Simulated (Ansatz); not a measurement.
# AlSiH₂ (doublet): from Hartree-Fock to the top rungs, def2-QZVPP

An exercise on one series of results from a longer session: the logs are not shown, and one member is left open.

Method: def2-QZVPP, core rule «outside noble gas», up to 10 orbitals frozen; program: Ansatz 0.2.0, Gaussian basis.

The runs, in order: UHF; ROHF; CCSD(T) on UHF.

2 further runs of the same task are left out: 2 set aside as unsound or not needed.

## What is computed

The geometry is a PBE0/def2-TZVP stationary point (not a proven minimum).

4 atoms, charge 0, spin multiplicity 2.

Atoms are counted from 1 here; the program's logs count them from 0.

Bond lengths: Si1–Al2 2.453 Å, Al2–H3 1.595 Å, Al2–H4 1.595 Å. Angles: Si1–Al2–H3 120.0°, Si1–Al2–H4 120.0°, H3–Al2–H4 119.9°.

The first run:

Input file in.yaml:

```yaml
crystal:
  periodic: [false, false, false]
  atoms:
    - {symbol: Si, position_ang: [0.000000, 0.000000, 1.274311]}
    - {symbol: Al, position_ang: [0.000000, 0.000000, -1.178752]}
    - {symbol: H, position_ang: [0.000000, -1.380606, -1.976865]}
    - {symbol: H, position_ang: [0.000000, 1.380606, -1.976865]}
basis:
  gaussian: {orbitals: "def2-QZVPP.json"}
magnetization: {spin_polarized: true, initial_magnetization: 1}
hamiltonian: {xc: hf}
output: {orbitals: {seedname: orbitals}}
```

Command:

```console
> ansatz run in.yaml --threads 1 --pin off --events-out ev --progress --plain --max-ram 2393MiB
```

Steps of the session up to this table: UHF; ROHF; CCSD(T) on UHF.

One table of the session follows, with a row left open; its other results are not shown here.

| method | from UCCSD(T) (kcal/mol) |
| --- | --- |
| ROHF | +132.39 |
| UHF | +126.21 |
| UMP2 | ? |
| UCCSD | +4.88 |
| UCCSD(T) | 0 |

**Question.** Estimate the row for UMP2.

**Answer.** from UCCSD(T) (kcal/mol): +30.71. In the column «from UCCSD(T) (kcal/mol)» it lies between UCCSD (+4.88) and UHF (+126.21).

To keep in mind: The determinant is far from a pure spin state, so its energy mixes those of several spin states (harmless only where they are near-degenerate, as at dissociation).
